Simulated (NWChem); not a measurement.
Program: NWChem. System: N, charge 2, spin multiplicity 2. Its SCF solution wasn't tested for a lower state. Level: UBLYP/def2-TZVP.

The NWChem input:

```
start mol
memory heap 200 mb stack 900 mb global 1100 mb
charge 2
geometry units angstroms nocenter noautoz
  N      0.000000     0.000000     0.000000
  symmetry group D2h
end
basis spherical
  * library def2-tzvp
end
dft
  xc becke88 lyp
  odft
  mult 2
  semidirect memsize 60000000 filesize 0
  iterations 100
end
task dft energy
```

NWChem printed:

```
             Northwest Computational Chemistry Package (NWChem) 7.3.0
             --------------------------------------------------------

                                NWChem Input Module
                                -------------------

 Scaling coordinates for geometry "geometry" by  1.889725989
 (inverse scale =  0.529177249)

                             Geometry "geometry" -> ""
                             -------------------------

 Output coordinates in angstroms (scale by  1.889725989 to convert to a.u.)

  No.       Tag          Charge          X              Y              Z
 ---- ---------------- ---------- -------------- -------------- --------------
    1 N                    7.0000     0.00000000     0.00000000     0.00000000

 Effective nuclear repulsion energy (a.u.)       0.0000000000

            Nuclear Dipole moment (a.u.)
            ----------------------------
        X                 Y               Z
 ---------------- ---------------- ----------------
     0.0000000000     0.0000000000     0.0000000000

      Symmetry information
      --------------------

 Group name             D2h
 Group number             26
 Group order               8
 No. of unique centers     1

      Symmetry unique atoms

     1


 Summary of "ao basis" -> "" (spherical)
 ------------------------------------------------------------------------------
       Tag                 Description            Shells   Functions and Types
 ---------------- ------------------------------  ------  ---------------------
 *                         def2-tzvp                  on all atoms

                                 NWChem DFT Module
                                 -----------------

 Summary of "ao basis" -> "ao basis" (spherical)
 ------------------------------------------------------------------------------
       Tag                 Description            Shells   Functions and Types
 ---------------- ------------------------------  ------  ---------------------
 N                         def2-tzvp                11       31   5s3p2d1f

 Summary of "ao basis" -> "ao basis" (spherical)
 ------------------------------------------------------------------------------
       Tag                 Description            Shells   Functions and Types
 ---------------- ------------------------------  ------  ---------------------
 N                         def2-tzvp                11       31   5s3p2d1f

      Symmetry analysis of basis
      --------------------------

        ag          9
        au          1
        b1g         2
        b1u         5
        b2g         2
        b2u         5
        b3g         2
        b3u         5

            General Information
            -------------------
          SCF calculation type: DFT
          Wavefunction type:  spin polarized.
          No. of atoms     :     1
          No. of electrons :     5
           Alpha electrons :     3
            Beta electrons :     2
          Charge           :     2
          Spin multiplicity:     2
          Use of symmetry is: on ; symmetry adaption is: on
          Maximum number of iterations: 100
          AO basis - number of functions:    31
                     number of shells:    11
          Convergence on energy requested:  1.00D-06
          Convergence on density requested:  1.00D-05
          Convergence on gradient requested:  5.00D-04

              XC Information
              --------------
                    Becke 1988 Exchange Functional  1.000
              Lee-Yang-Parr Correlation Functional  1.000

             Grid Information
             ----------------
          Grid used for XC integration:  medium
          Radial quadrature: Mura-Knowles
          Angular quadrature: Lebedev.
          Tag              B.-S. Rad. Rad. Pts. Rad. Cut. Ang. Pts.
          ---              ---------- --------- --------- ---------
          N                   0.65       49           4.0       434
          Grid pruning is: on
          Number of quadrature shells:    49
          Spatial weights used:  Erf1

          Convergence Information
          -----------------------
          Convergence aids based upon iterative change in
          total energy or number of iterations.
          Levelshifting, if invoked, occurs when the
          HOMO/LUMO gap drops below (HL_TOL):  1.00D-02
          DIIS, if invoked, will attempt to extrapolate
          using up to (NFOCK): 10 stored Fock matrices.

                    Damping( 0%)  Levelshifting(0.5)       DIIS
                  --------------- ------------------- ---------------
          dE  on:    start            ASAP                start
          dE off:    2 iters        100 iters           100 iters

      Screening Tolerance Information
      -------------------------------
          Density screening/tol_rho:  1.00D-10
          AO Gaussian exp screening on grid/accAOfunc:  14
          CD Gaussian exp screening on grid/accCDfunc:  20
          XC Gaussian exp screening on grid/accXCfunc:  20
          Schwarz screening/accCoul:  1.00D-08

      Superposition of Atomic Density Guess
      -------------------------------------

 Sum of atomic energies:         -54.31155181

 Renormalizing density from       7.00 to      5

      Non-variational initial energy
      ------------------------------

 Total energy =     -42.530999
 1-e energy   =     -52.737085
 2-e energy   =      10.206086
 HOMO         =      -1.614943
 LUMO         =      -1.614943

 !!!!!!!!!!!!!!!!!!!!!!!!!!!!!!!!!!!!!!!!!!!!!!!!!!!!!!!!!!!!!!!!!!!!!!
 Warning - the HOMO and LUMO are degenerate and you are using symmetry.
[...]
 This can lead to non-variational energies and poor convergence.
 Modify the initial guess, or use an open-shell wavefunction, or turn
 off symmetry.
 !!!!!!!!!!!!!!!!!!!!!!!!!!!!!!!!!!!!!!!!!!!!!!!!!!!!!!!!!!!!!!!!!!!!!!

   Symmetry analysis of molecular orbitals - initial alpha
   -------------------------------------------------------

 !! scf_movecs_sym_adapt:   26 vectors were symmetry contaminated

  Symmetry fudging

 !! scf_movecs_sym_adapt:   25 vectors were symmetry contaminated

  Numbering of irreducible representations:

     1 ag          2 au          3 b1g         4 b1u         5 b2g
     6 b2u         7 b3g         8 b3u

  Orbital symmetries:

     1 ag          2 ag          3 b2u         4 b3u         5 b1u
     6 ag          7 b1u         8 b3u         9 b2u        10 b2g
    11 ag         12 b3g        13 b1g

   Symmetry analysis of molecular orbitals - initial beta
   ------------------------------------------------------

 !! scf_movecs_sym_adapt:   26 vectors were symmetry contaminated

  Symmetry fudging

 !! scf_movecs_sym_adapt:   25 vectors were symmetry contaminated

  Numbering of irreducible representations:

     1 ag          2 au          3 b1g         4 b1u         5 b2g
     6 b2u         7 b3g         8 b3u

  Orbital symmetries:

     1 ag          2 ag          3 b2u         4 b3u         5 b1u
     6 ag          7 b1u         8 b3u         9 b2u        10 b2g
    11 ag         12 b3g        13 b1g

------------------------------------------------------------
EAF file 0: "./mol.aoints.0" size=524288 bytes
------------------------------------------------------------
               write      read    awrite     aread      wait
               -----      ----    ------     -----      ----
     calls:        1         0         0         0         0
   data(b): 5.24e+05  0.00e+00  0.00e+00  0.00e+00
   time(s): 0.00e+00  0.00e+00  0.00e+00  0.00e+00  0.00e+00
rate(mb/s): 0.00e+00  0.00e+00
------------------------------------------------------------

 !! scf_movecs_sym_adapt:   14 vectors were symmetry contaminated

  Symmetry fudging

 !! scf_movecs_sym_adapt:   14 vectors were symmetry contaminated

 !! scf_movecs_sym_adapt:   14 vectors were symmetry contaminated

  Symmetry fudging

 !! scf_movecs_sym_adapt:   14 vectors were symmetry contaminated

   convergence    iter        energy       DeltaE   RMS-Dens  Diis-err    time
 ---------------- ----- ----------------- --------- --------- ---------  ------
 d= 0,ls=0.0,diis     1    -52.9316329214 -5.29D+01  8.66D-03  4.07D-01     0.1
                                                     8.79D-03  3.61D-01

 !! scf_movecs_sym_adapt:    4 vectors were symmetry contaminated

  Symmetry fudging

 !! scf_movecs_sym_adapt:    4 vectors were symmetry contaminated

  Symmetry fudging
 d= 0,ls=0.0,diis     2    -52.9594041679 -2.78D-02  1.54D-03  9.91D-03     0.1
                                                     1.32D-03  7.50D-03

 !! scf_movecs_sym_adapt:    2 vectors were symmetry contaminated

  Symmetry fudging
 d= 0,ls=0.0,diis     3    -52.9608056432 -1.40D-03  1.52D-04  5.19D-05     0.1
                                                     1.52D-04  4.07D-05

 !! scf_movecs_sym_adapt:    6 vectors were symmetry contaminated

  Symmetry fudging
 d= 0,ls=0.0,diis     4    -52.9608219024 -1.63D-05  9.20D-06  2.61D-07     0.1
                                                     5.82D-06  1.77D-07
 d= 0,ls=0.0,diis     5    -52.9608219787 -7.63D-08  1.02D-07  5.54D-11     0.1
                                                     1.04D-07  9.84D-11

         Total DFT energy =      -52.960821978716
      One electron energy =      -65.518686284610
           Coulomb energy =       18.410710872147
    Exchange-Corr. energy =       -5.852846566252
 Nuclear repulsion energy =        0.000000000000

 Numeric. integr. density =        4.999999995706

     Total iterative time =      0.1s

                  Occupations of the irreducible representations
                  ----------------------------------------------

                     irrep           alpha         beta
                     --------     --------     --------
                     ag                2.0          2.0
                     au                0.0          0.0
                     b1g               0.0          0.0
                     b1u               0.0          0.0
                     b2g               0.0          0.0
                     b2u               1.0          0.0
                     b3g               0.0          0.0
                     b3u               0.0          0.0

                    DFT Final Alpha Molecular Orbital Analysis
                    ------------------------------------------

 Vector    1  Occ=1.000000D+00  E=-1.558919D+01  Symmetry=ag
              MO Center=  4.0D-38, -2.3D-38,  3.4D-38, r^2= 2.0D-02
   Bfn.  Coefficient  Atom+Function         Bfn.  Coefficient  Atom+Function
  ----- ------------  ---------------      ----- ------------  ---------------
     2      0.627363  1 N  s                  1      0.448505  1 N  s
     3      0.032133  1 N  s

 Vector    2  Occ=1.000000D+00  E=-1.822108D+00  Symmetry=ag
              MO Center=  9.1D-17,  2.7D-15, -2.6D-16, r^2= 4.5D-01
   Bfn.  Coefficient  Atom+Function         Bfn.  Coefficient  Atom+Function
  ----- ------------  ---------------      ----- ------------  ---------------
     3      0.580818  1 N  s                  4      0.507825  1 N  s
     2     -0.292786  1 N  s                  1     -0.128527  1 N  s
     5      0.041164  1 N  s

 Vector    3  Occ=1.000000D+00  E=-1.431011D+00  Symmetry=b2u
              MO Center= -8.3D-17, -1.8D-15,  2.9D-16, r^2= 4.3D-01
   Bfn.  Coefficient  Atom+Function         Bfn.  Coefficient  Atom+Function
  ----- ------------  ---------------      ----- ------------  ---------------
     7      0.655547  1 N  py                10      0.418280  1 N  py
    13      0.055733  1 N  py

 Vector    4  Occ=0.000000D+00  E=-1.385163D+00  Symmetry=b3u
              MO Center= -8.5D-17,  6.1D-32, -9.2D-32, r^2= 4.5D-01
   Bfn.  Coefficient  Atom+Function         Bfn.  Coefficient  Atom+Function
  ----- ------------  ---------------      ----- ------------  ---------------
     6      0.635934  1 N  px                 9      0.433428  1 N  px
    12      0.065198  1 N  px

 Vector    5  Occ=0.000000D+00  E=-1.385163D+00  Symmetry=b1u
              MO Center=  5.5D-32,  3.5D-30,  2.6D-16, r^2= 4.5D-01
   Bfn.  Coefficient  Atom+Function         Bfn.  Coefficient  Atom+Function
  ----- ------------  ---------------      ----- ------------  ---------------
     8      0.635934  1 N  pz                11      0.433428  1 N  pz
    14      0.065198  1 N  pz

 Vector    6  Occ=0.000000D+00  E=-4.741216D-01  Symmetry=ag
              MO Center= -1.2D-14, -2.5D-13, -2.8D-14, r^2= 2.6D+00
   Bfn.  Coefficient  Atom+Function         Bfn.  Coefficient  Atom+Function
  ----- ------------  ---------------      ----- ------------  ---------------
     5      1.802293  1 N  s                  4     -1.193990  1 N  s
     3     -0.290549  1 N  s                  2      0.139379  1 N  s
     1      0.060564  1 N  s

                     DFT Final Beta Molecular Orbital Analysis
                     -----------------------------------------

 Vector    1  Occ=1.000000D+00  E=-1.556477D+01  Symmetry=ag
              MO Center= -4.7D-22,  8.7D-22, -4.2D-22, r^2= 2.0D-02
   Bfn.  Coefficient  Atom+Function         Bfn.  Coefficient  Atom+Function
  ----- ------------  ---------------      ----- ------------  ---------------
     2      0.627287  1 N  s                  1      0.449215  1 N  s
     3      0.030257  1 N  s

 Vector    2  Occ=1.000000D+00  E=-1.751388D+00  Symmetry=ag
              MO Center=  7.9D-34, -3.0D-33,  1.1D-33, r^2= 4.7D-01
   Bfn.  Coefficient  Atom+Function         Bfn.  Coefficient  Atom+Function
  ----- ------------  ---------------      ----- ------------  ---------------
     3      0.557020  1 N  s                  4      0.519660  1 N  s
     2     -0.286971  1 N  s                  1     -0.127012  1 N  s
     5      0.052544  1 N  s

 Vector    3  Occ=0.000000D+00  E=-1.357187D+00  Symmetry=b1u
              MO Center= -5.8D-33,  2.7D-31,  8.0D-23, r^2= 4.6D-01
   Bfn.  Coefficient  Atom+Function         Bfn.  Coefficient  Atom+Function
  ----- ------------  ---------------      ----- ------------  ---------------
     8      0.632728  1 N  pz                11      0.432538  1 N  pz
    14      0.072119  1 N  pz

 Vector    4  Occ=0.000000D+00  E=-1.357187D+00  Symmetry=b3u
              MO Center=  1.2D-22, -8.2D-34,  8.2D-32, r^2= 4.6D-01
   Bfn.  Coefficient  Atom+Function         Bfn.  Coefficient  Atom+Function
  ----- ------------  ---------------      ----- ------------  ---------------
     6      0.632728  1 N  px                 9      0.432538  1 N  px
    12      0.072119  1 N  px

 Vector    5  Occ=0.000000D+00  E=-1.271256D+00  Symmetry=b2u
              MO Center= -1.8D-16,  7.9D-15,  6.6D-17, r^2= 4.8D-01
   Bfn.  Coefficient  Atom+Function         Bfn.  Coefficient  Atom+Function
  ----- ------------  ---------------      ----- ------------  ---------------
     7      0.618493  1 N  py                10      0.435197  1 N  py
    13      0.091665  1 N  py

   alpha - beta orbital overlaps
   -----------------------------

   alpha      1      2      3      4      5      6      7      8      9     10
    beta      1      2      5      4      3      6      9      7      8     13
 overlap   1.000  0.999  0.999  1.000  1.000  1.000  0.998  1.000  1.000  1.000

   alpha     11     12     13     14     15     16     17     18     19     20
    beta     12     14     11     10     15     18     16     17     22     21
 overlap   1.000  0.999  1.000  1.000  0.999  0.999  1.000  1.000  1.000  1.000

   alpha     21     22     23     24     25     26     27     28     29     30
    beta     25     23     24     19     20     28     29     30     27     26
 overlap   1.000  1.000  1.000  1.000  1.000  1.000  1.000  0.999  1.000  1.000

   alpha     31
    beta     31
 overlap   1.000

     --------------------------
     Expectation value of S2:
     --------------------------
      <S2> =      0.7514 (Exact =     0.7500)

 Task  times  cpu:        0.1s     wall:        0.1s

 Total times  cpu:        0.1s     wall:        0.1s
```
